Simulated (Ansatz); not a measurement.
**Changing the shape of OH, doublet**

Calculated in Ansatz's Gaussian-basis code. Basis cc-pVDZ, nonrelativistic, 1 orbital frozen in the corrections; active space CAS(7,5). Restricted Hartree–Fock, then the lowest state-specific CASSCF solution met for each case. Single-reference values can break down or jump between states where bonds are stretched. Unlike active orbitals can shift such differences by tenths of an eV, at times by over 1 eV.

Case A: bond length 0.9764 Å.

Case B: bond length 0.8983 Å.

Case C: bond length 1.0545 Å.

Energy less that of case A, in eV:

```json
{"case": "B", "RHF/ROHF": "+0.102"}
{"case": "C", "RHF/ROHF": "+0.207"}
```

Question: What does SC-NEVPT2 give for these differences?

Answer: B: +0.201 eV (4.6 kcal/mol); C: +0.107 eV (2.5 kcal/mol).

Question: Which case is lowest, and do the methods agree?

Answer: A is lowest in SC-NEVPT2. Of the methods shown, RHF/ROHF agrees.
